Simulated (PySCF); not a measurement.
## Spin states of AlC

Unrestricted PBE0; Al def2-TZVP, C def2-TZVP; no relativity (PySCF 2.14). Outer shells of the fragments: Al 3s2 3p1; C 2s2 2p2.

Followed along the bond (rough minima from three points):

```
2Ms+1   unpaired  ⟨S²⟩ at the start  R at minimum (Å)  Te (eV)
    4  σ ↑, π ↑↑               3.76              1.97     0.00
    2  σ ↓, π ↑↑               1.78              1.96     0.51
    2  σ ↑, π ↑↓               1.77              1.97     0.59
    2        π ↑               1.25  none in the scan   ≤ 1.37
```

Solutions found at the starting distance of 1.905 Å, counted from the lowest of them; the search is not exhaustive and high or unbound solutions are not listed, so other states can lie among these:

```csv
2Ms+1,unpaired,term,E (eV),⟨S²⟩,⟨Lz²⟩,μ (D)
4,"σ ↑, π ↑↑",⁴Σ⁻,0.00,3.76,0.00,-1.55
2,"σ ↓, π ↑↑",mixed,0.50,1.78,0.00,-2.26
2,"σ ↑, π ↑↓",mixed,0.58,1.77,2.01,-1.91
2,π ↑,mixed,1.38,1.25,1.01,-3.28
2,σ ↑,mixed,1.69,0.77,2.00,-1.84
2,π ↑,²Π,1.93,0.75,1.00,-0.74
```

A term symbol is given only where ⟨S²⟩ and ⟨Lz²⟩ are close to those of a pure state; real π, δ and φ orbitals otherwise mix terms. A positive dipole means Al(−)C(+).
